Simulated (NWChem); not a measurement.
# BH2O (SMILES B[O]): U-r2SCAN/6-311+G(d,p)

Aim: the vertical ionisation energy of BH2O at U-r2SCAN/6-311+G**, from 2 runs. 

The calculation is run with NWChem 7.3.0.

## 1. Starting point

The species is BH2O (4 atoms), meant as a doublet with charge 0. SMILES: `B[O]`. Geometry: relaxed at PBE0-D4/def2-TZVP.

Bond lengths: B1–O2 1.281 Å, B1–H3 1.211 Å, B1–H4 1.211 Å. Angles: O2–B1–H3 119.9°, O2–B1–H4 119.9°, H3–B1–H4 120.2°.

## 2. A single-point energy at U-r2SCAN/6-311+G(d,p)

Input file job.nw:

```
echo
START job
TITLE "BH2O r2SCAN"
memory total 2200 mb
charge 0

GEOMETRY units angstrom noautosym nocenter noautoz
   B     -0.001100    -0.010300    -0.015100
   O      1.025300    -0.340800     0.676900
   H     -1.052600    -0.587700     0.151600
   H      0.083900     0.878500    -0.833600
END

BASIS spherical bse
   * library 6-311+G**
END

DFT
   xc r2scan
   mult 2
   grid lebedev 99 14
   convergence energy 1e-08
   iterations 100
   mulliken
   print low
END

TASK dft
```

On the command line:

```console
$ nwchem job.nw > job.out
```

What it wrote:

```text
[...]
 d= 0,ls=0.0,diis     1   -101.0907564423 -1.26D+02  2.04D-02  1.76D-01     0.7
[...]
 d= 0,ls=0.0,diis    12   -101.2186333175 -7.13D-10  6.19D-08  8.07D-12     7.8
[...]
         Total DFT energy =     -101.218633317467
      One electron energy =     -187.108182657776
           Coulomb energy =       74.108071411140
    Exchange-Corr. energy =      -13.284709801577
 Nuclear repulsion energy =       25.066187730746
[...]
      Total Density - Mulliken Population Analysis
     ---------------------------------------------
    Atom       Charge   Shell Charges
 -----------   ------   -------------------------------------------------------
    1 B    5     4.99   1.13  0.85  0.50  0.67  0.97  0.39  0.35  0.01  0.01  0.11
    2 O    8     8.08   1.09  0.91  0.93  1.05  1.97  0.81  1.29 -0.00  0.02  0.01
    3 H    1     0.96   0.25  0.56  0.14  0.02
    4 H    1     0.96   0.25  0.56  0.14  0.02
[...]
      <S2> =      0.7603 (Exact =     0.7500)
[...]
```

Wall time 8.4 s (1 thread of Intel Xeon 6975P-C (Granite Rapids), shared host); peak memory 0.11 GiB.

## 3. The singlet cation, same level

Input file struct.nw:

```
start struct
title "BH2O r2SCAN"
memory total 2200 mb
charge 1

geometry noautosym nocenter noautoz
B       -0.001100      -0.010300      -0.015100
O        1.025300      -0.340800       0.676900
H       -1.052600      -0.587700       0.151600
H        0.083900       0.878500      -0.833600
end

basis spherical bse
* library 6-311+G**
end

dft
xc r2scan
grid lebedev 99 14
convergence energy 1e-08
maxiter 100
mulliken
print low
end

task dft energy
```

On the command line:

```console
$ nwchem struct.nw > struct.out
```

What it wrote:

```text
[...]
 d= 0,ls=0.0,diis     1   -100.0819107857 -1.25D+02  1.54D-01  5.56D+00     0.5
[...]
 d= 0,ls=0.0,diis    12   -100.7687720889 -1.99D-11  4.39D-08  1.61D-11     4.8
         Total DFT energy =     -100.768772088927
      One electron energy =     -181.910474149409
           Coulomb energy =       68.952488061485
    Exchange-Corr. energy =      -12.876973731749
 Nuclear repulsion energy =       25.066187730746
[...]
      Total Density - Mulliken Population Analysis
     ---------------------------------------------
    Atom       Charge   Shell Charges
 -----------   ------   -------------------------------------------------------
    1 B    5     4.90   1.13  0.85  0.48  0.74  0.95  0.38  0.26 -0.00  0.01  0.08
    2 O    8     7.71   1.09  0.91  0.90  1.10  1.89  0.80  1.11 -0.05 -0.05  0.01
    3 H    1     0.70   0.21  0.46  0.01  0.02
    4 H    1     0.70   0.21  0.46  0.01  0.02
[...]
```

Wall time 5.4 s (1 thread of Intel Xeon 6975P-C (Granite Rapids), shared host); peak memory 0.11 GiB.

## 4. Outcome

Level: U-r2SCAN/6-311+G**.

```
                                          quantity          value
                        doublet BH2O: total energy  -101.21863 Eh
                                doublet BH2O: ⟨S²⟩          0.760
                      singlet cation: total energy  -100.76877 Eh
vertical ionisation energy (to the singlet cation)      12.241 eV
```

The vertical ionisation energy comes to 12.24 eV (282 kcal/mol). Only the singlet of the ionised species was computed; a triplet could lie lower. Mulliken charges (doublet BH2O) run from -0.08 on O2 to +0.04 on H3; in a basis this large or diffuse they mean little. Mulliken charges (singlet cation) run from +0.10 on B1 to +0.30 on H3; in a basis this large or diffuse they mean little.
